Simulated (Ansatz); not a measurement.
System: fluorite CeO₂. Method: PBE (Ansatz, a first-principles code, PAW).

Settings: plane-wave cutoff 520 eV, 8×8×8 k mesh, perturbation theory, no spin polarisation, scalar-relativistic PAW data made under PBE.

The cell has the measured lattice parameters. Conventional cell: a = 5.4097 Å, b = 5.4097 Å, c = 5.4097 Å, α = 90.00°, β = 90.00°, γ = 90.00°.

```cif
data_Ce4O8
_chemical_formula_sum 'Ce4 O8'
_space_group_name_H-M_alt 'Fm-3m'
_space_group_IT_number 225
_space_group_name_Hall '-F 4 2 3'
_cell_length_a 5.40972
_cell_length_b 5.40972
_cell_length_c 5.40972
_cell_angle_alpha 90.000
_cell_angle_beta 90.000
_cell_angle_gamma 90.000
loop_
_atom_site_label
_atom_site_type_symbol
_atom_site_symmetry_multiplicity
_atom_site_Wyckoff_symbol
_atom_site_fract_x
_atom_site_fract_y
_atom_site_fract_z
_atom_site_occupancy
Ce1 Ce 4 a 0.00000 0.00000 0.00000 1
O1 O 8 c 0.25000 0.25000 0.25000 1
```
(The calculation used a cell of 3 atoms; values per cell refer to that cell.)

Harmonic phonon frequencies (cm⁻¹; i marks an imaginary mode; at Γ without the LO shift):

| q point | frequencies |
|---|---|
| Γ | 0 0 0 277 277 277 437 437 437 |
| X | 134 134 175 230 230 258 442 442 577 |
| U | 130 170 189 216 272 279 421 448 562 |
| L | 116 116 212 342 342 373 373 402 508 |

Measured, for comparison: zone-centre TO phonon frequency 272 cm⁻¹ (temperature not stated, no zero-point or thermal correction; as tabulated in SRNL-STI-2020-00011).

No imaginary mode appears at these points.

Note: the cell isn't this level's own, so it is under some stress, which shifts stiffness and frequencies.
